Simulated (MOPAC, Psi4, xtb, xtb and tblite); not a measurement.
Relaxed torsion scan: SMILES C#C/C=C\C=C. Scanned: dihedral C3–C4–C5–C6; all other coordinates were relaxed at B3LYP-D3(BJ)/def2-SVP. Points at φ and −φ are mirror images. Heavy atoms are numbered in the order of the SMILES C#C/C=C\C=C, hydrogens after them in the order of the atoms that carry them; the mirror image has the same energies with the sign of each dihedral reversed.

Levels of theory: GFN2-xTB, on its own relaxed geometries (the stored frames are those of B3LYP-D3(BJ)/def2-SVP) (xtb and tblite); PM3, restricted, heats of formation // B3LYP-D3(BJ)/def2-SVP (MOPAC); GFN1-xTB // B3LYP-D3(BJ)/def2-SVP (xtb); MP2/cc-pVTZ = Psi4 1.11 with DF-MP2 (frozen core)/cc-pVTZ // B3LYP-D3(BJ)/def2-SVP.

Energies relative to the lowest point of each profile, in eV; the last columns give the difference from MP2:

```json
[
 {"φ / °": "-150", "GFN2-xTB": "0.060", "PM3": "0.033", "GFN1-xTB": "0.057", "MP2/cc-pVTZ": "0.075", "GFN2-xTB − MP2/cc-pVTZ": "-0.015", "PM3 − MP2/cc-pVTZ": "-0.042", "GFN1-xTB − MP2/cc-pVTZ": "-0.018"},
 {"φ / °": "-120", "GFN2-xTB": "0.202", "PM3": "0.086", "GFN1-xTB": "0.189", "MP2/cc-pVTZ": "0.246", "GFN2-xTB − MP2/cc-pVTZ": "-0.044", "PM3 − MP2/cc-pVTZ": "-0.160", "GFN1-xTB − MP2/cc-pVTZ": "-0.057"},
 {"φ / °": "-90", "GFN2-xTB": "0.273", "PM3": "0.096", "GFN1-xTB": "0.254", "MP2/cc-pVTZ": "0.309", "GFN2-xTB − MP2/cc-pVTZ": "-0.036", "PM3 − MP2/cc-pVTZ": "-0.213", "GFN1-xTB − MP2/cc-pVTZ": "-0.055"},
 {"φ / °": "-60", "GFN2-xTB": "0.190", "PM3": "0.097", "GFN1-xTB": "0.174", "MP2/cc-pVTZ": "0.220", "GFN2-xTB − MP2/cc-pVTZ": "-0.029", "PM3 − MP2/cc-pVTZ": "-0.123", "GFN1-xTB − MP2/cc-pVTZ": "-0.046"},
 {"φ / °": "-30", "GFN2-xTB": "0.119", "PM3": "0.088", "GFN1-xTB": "0.098", "MP2/cc-pVTZ": "0.159", "GFN2-xTB − MP2/cc-pVTZ": "-0.040", "PM3 − MP2/cc-pVTZ": "-0.071", "GFN1-xTB − MP2/cc-pVTZ": "-0.061"},
 {"φ / °": "0", "GFN2-xTB": "0.111", "PM3": "0.096", "GFN1-xTB": "0.084", "MP2/cc-pVTZ": "0.155", "GFN2-xTB − MP2/cc-pVTZ": "-0.044", "PM3 − MP2/cc-pVTZ": "-0.059", "GFN1-xTB − MP2/cc-pVTZ": "-0.071"},
 {"φ / °": "30", "GFN2-xTB": "0.119", "PM3": "0.088", "GFN1-xTB": "0.098", "MP2/cc-pVTZ": "0.159", "GFN2-xTB − MP2/cc-pVTZ": "-0.040", "PM3 − MP2/cc-pVTZ": "-0.071", "GFN1-xTB − MP2/cc-pVTZ": "-0.061"},
 {"φ / °": "60", "GFN2-xTB": "0.190", "PM3": "0.097", "GFN1-xTB": "0.174", "MP2/cc-pVTZ": "0.220", "GFN2-xTB − MP2/cc-pVTZ": "-0.029", "PM3 − MP2/cc-pVTZ": "-0.123", "GFN1-xTB − MP2/cc-pVTZ": "-0.046"},
 {"φ / °": "90", "GFN2-xTB": "0.273", "PM3": "0.096", "GFN1-xTB": "0.254", "MP2/cc-pVTZ": "0.309", "GFN2-xTB − MP2/cc-pVTZ": "-0.036", "PM3 − MP2/cc-pVTZ": "-0.213", "GFN1-xTB − MP2/cc-pVTZ": "-0.055"},
 {"φ / °": "120", "GFN2-xTB": "0.202", "PM3": "0.086", "GFN1-xTB": "0.189", "MP2/cc-pVTZ": "0.246", "GFN2-xTB − MP2/cc-pVTZ": "-0.044", "PM3 − MP2/cc-pVTZ": "-0.160", "GFN1-xTB − MP2/cc-pVTZ": "-0.057"},
 {"φ / °": "150", "GFN2-xTB": "0.060", "PM3": "0.033", "GFN1-xTB": "0.057", "MP2/cc-pVTZ": "0.075", "GFN2-xTB − MP2/cc-pVTZ": "-0.015", "PM3 − MP2/cc-pVTZ": "-0.042", "GFN1-xTB − MP2/cc-pVTZ": "-0.018"},
 {"φ / °": "180", "GFN2-xTB": "0.000", "PM3": "0.000", "GFN1-xTB": "0.000", "MP2/cc-pVTZ": "0.000", "GFN2-xTB − MP2/cc-pVTZ": "0.000", "PM3 − MP2/cc-pVTZ": "0.000", "GFN1-xTB − MP2/cc-pVTZ": "0.000"}
]
```

GFN2-xTB is furthest from MP2/cc-pVTZ at 0 (-0.044 eV, below); its mean absolute difference over the points is 0.031 eV.

PM3 is furthest from MP2/cc-pVTZ at -90 (-0.213 eV, below); its mean absolute difference over the points is 0.106 eV.

GFN1-xTB is furthest from MP2/cc-pVTZ at 0 (-0.071 eV, below); its mean absolute difference over the points is 0.045 eV.
